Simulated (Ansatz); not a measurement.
Input file:

```yaml
crystal:
  periodic: [false, false, false]
  atoms:
    - {symbol: Al, position_ang: [0.000000, 0.000000, 0.000000]}
    - {symbol: O, position_ang: [0.000000, 0.000000, 1.784100]}
basis:
  gaussian: {orbitals: 6-31G}
total_charge: 1
magnetization: {spin_polarized: true, initial_magnetization: 4}
correlation: {method: ccsdtq, electrons: outside_noble_gas}
```

```sh
$ ansatz run in.yaml --threads 1 --pin off --events-out ev --progress --plain --max-ram 2393MiB
```

Question: Roughly how long does this take on 1 thread of Intel Xeon, shared host, and how much host memory?

Answer: 31 s wall and 0.19 GiB.

```
392 factors; integrals over basis functions are off by at most 8.6e-8 eV
mean field evaluation 1: about -8605.1710 eV, gradient 1.1e1 eV
mean field evaluation 2: about -8605.3886 eV, gradient 1.0e1 eV
mean field evaluation 4: about -8606.1944 eV, gradient 1.3e0 eV
mean field evaluation 8: about -8606.2362 eV, gradient 1.4e-2 eV
mean field evaluation 16: about -8605.1710 eV, gradient 1.1e1 eV
mean field evaluation 32: about -8606.2362 eV, gradient 6.3e-7 eV
mean field evaluation 64: about -8604.9500 eV, gradient 2.7e-6 eV
mean field evaluation 96: about -8606.2355 eV, gradient 2.6e-1 eV
mean field evaluation 128: about -8604.9500 eV, gradient 1.1e-3 eV
mean field evaluation 160: about -8606.2362 eV, gradient 4.9e-2 eV
...
cycle  10  -1.71941918 eV  change    4.7e-6 eV  update   2.2e-4
cycle  11  -1.71943588 eV  change   -1.7e-5 eV  update   1.7e-4
cycle  12  -1.71942482 eV  change    1.1e-5 eV  update   1.3e-4
cycle  13  -1.71942878 eV  change   -4.0e-6 eV  update   5.3e-5
cycle  14  -1.71943434 eV  change   -5.6e-6 eV  update   1.5e-5
cycle  15  -1.71943812 eV  change   -3.8e-6 eV  update   1.0e-5
cycle  16  -1.71943865 eV  change   -5.3e-7 eV  update   3.9e-6
cycle  17  -1.71943854 eV  change    1.1e-7 eV  update   1.9e-6
cycle  18  -1.71943840 eV  change    1.4e-7 eV  update   1.3e-6
cycle  19  -1.71943853 eV  change   -1.3e-7 eV  update   7.8e-7
Total energy: -8607.95568602 eV, -316.3365367793 hartree
```

For the same geometry and basis full CI lies 2.2 meV higher.
